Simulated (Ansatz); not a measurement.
We consider zinc-blende BeSe, described by B3LYP (VWN-RPA form) (Ansatz, a quantum-chemistry and plane-wave program, PAW).

Input:

Ansatz 0.2 input:
```yaml
crystal:
  lattice:
    - [0.0, -2.5685, 2.5685]
    - [2.5685, -2.5685, 0.0]
    - [2.5685, 0.0, 2.5685]
  atoms:
    - { symbol: Be, position: [0.0, 0.0, 0.0] }
    - { symbol: Se, position: [0.25, 0.25, 0.25] }
basis:
  ecutwfc: 460
  ecutrho_ratio: 4
  xc_grid: 2
kpoints:
  mp_grid: { grid: [8, 8, 8] }
hamiltonian:
  xc: b3lyp
  dispersion: none
  pseudopotentials: { kind: paw }
scf:
  occupations: { method: fermi_dirac, width: 0.01 }
  convergence: { dr2_threshold: 0.0000000002 }
output:
  forces: true
  stress: true
  eigenvalues: true
```

Question: How many irreducible k-points, plane waves at Γ does the program set up, and what pressure does the run end with?

Answer: 29 irreducible k-points, 749 plane waves at Γ; P = 3.01 GPa, so the cell is compressed on average and its volume would grow at this level.

Excerpt of the program's output:

```
WARN output.stress: scf.exx.energy_threshold = 1e-6 eV is looser than the 2e-8 eV advised for a stress under a hybrid functional (1e-8 eV for each atom of the …
Crystal: 2 atoms, lattice volume = 33.890 Å³
Basis set: ecut = 460 eV, 749 PW (Γ), exchange–correlation on 54×54×54 points (8 copies of the dense FFT grid, shifted against one another)
Bands: 13, of which v1, the nominal top of the filled ones, is band 9 counted from 1 (8 counted from 0)
Symmetry: 24 space group operations
Space group: F-43m (ITA 216), of the structure as read, at distance tolerance 3.2e-5 Å
k-points: 29 of 512 (time reversal used)
Functional: x = 0.1 slater + 0.9 b88, c = 0.19 vwn_rpa + 0.81 lyp, warm-up for x = 0.08 slater + 0.72 b88 + 0.2 exact, c = 0.19 vwn_rpa + 0.81 lyp
SCF iter   1: F=—  HF=-5572.608691 eV  |F-HF|=—  |Δ(HF+E_count)|=         —  Δρ=6.86e-3  dr2=1.79e-2
SCF iter   2: F=-5572.601883 eV  HF=-5572.602483 eV  |F-HF|=6.00e-4  |Δ(HF+E_count)|=   6.21e-3  Δρ=1.51e-3  dr2=7.77e-4
Crystal: 2 atoms, lattice volume = 33.890 Å³
Initial density: handed on by an earlier stage of this run
Functional: x = 0.08 slater + 0.72 b88 + 0.2 exact, c = 0.19 vwn_rpa + 0.81 lyp
  ...
Crystal: 2 atoms, lattice volume = 33.890 Å³
SCF iter   4: F=—  HF=-5574.550256 eV  |F-HF|=—  |Δ(HF+E_count)|=  4.85e-10  Δρ=2.46e-6  dr2=1.05e-9
SCF iter   5: F=-5574.550256 eV  HF=-5574.550256 eV  |F-HF|=1.82e-11  |Δ(HF+E_count)|=   5.27e-9  Δρ=4.84e-7  dr2=6.42e-11
SCF 3 converged in 5 iterations: F = -5574.550256 eV  dr2 = 6.42e-11
Free energy (F): -5574.550256 eV
Internal energy: -5574.550256 eV  (E = F + TS)
E sigma→0 (E₀):  -5574.550256 eV
Fermi energy:    8.510761 eV
--- Stress (GPa, compression-positive) ---
        3.005559       0.000000       0.000000
        0.000000       3.005559      -0.000000
        0.000000      -0.000000       3.005559
  P = ⅓ Tr σ = 3.0056 GPa (30.056 kbar)
```

The PAW data were made under PBE.

Note: cell and atoms aren't relaxed at this level (pressure 3.0 GPa).

Computing time: around 120 core-seconds (rough).
